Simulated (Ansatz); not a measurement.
# Worked example: CH7NSi + C2H7NO → SiN2H6 + C3H8O

Gas-phase species: CH7NSi `CN[SiH3]`, singlet; C2H7NO (ethanolamine) `NCCO`, singlet; SiN2H6 `NN[SiH3]`, singlet; C3H8O (1-propanol) `CCCO`, singlet. The partners trade CH3 for NH2: N–CH3 and C–NH2 bonds give way to N–NH2 and C–CH3.

Shapes, held fixed at every level: PBE0-D4/def2-TZVP. Flexible molecules stand in one conformer, not always the lowest. Programs: Ansatz 0.2.0. The zero-point and thermal change to 298 K, harmonic and unscaled (PBE0-D4/def2-TZVP), is -0.9 kJ/mol.

At CCSD(T)/CBS estimate; 1 Eh = 2625.50 kJ/mol:

```
species  energy (Eh)
 CH7NSi  -386.049483
 C2H7NO  -210.180959
 SiN2H6  -402.059453
  C3H8O  -194.143418
```

Work out ΔH(298 K) of the reaction at this level.


1. Products less reactants: (-402.059453) + (-194.143418) − [(-386.049483) + (-210.180959)] = 0.027571 Eh = +72.4 kJ/mol.
2. With the thermal change: +72.4 + (-0.9) = +71.5 kJ/mol.

Other levels give +66.0 (wB97X-V/def2-TZVPP) to +72.1 kJ/mol (MP2/def2-SVP). No measured value is set beside it here. The CBS estimate extrapolates MP2 from def2-TZVPP and def2-QZVPP and adds CCSD(T) − MP2 in the triple-zeta set, cores frozen.
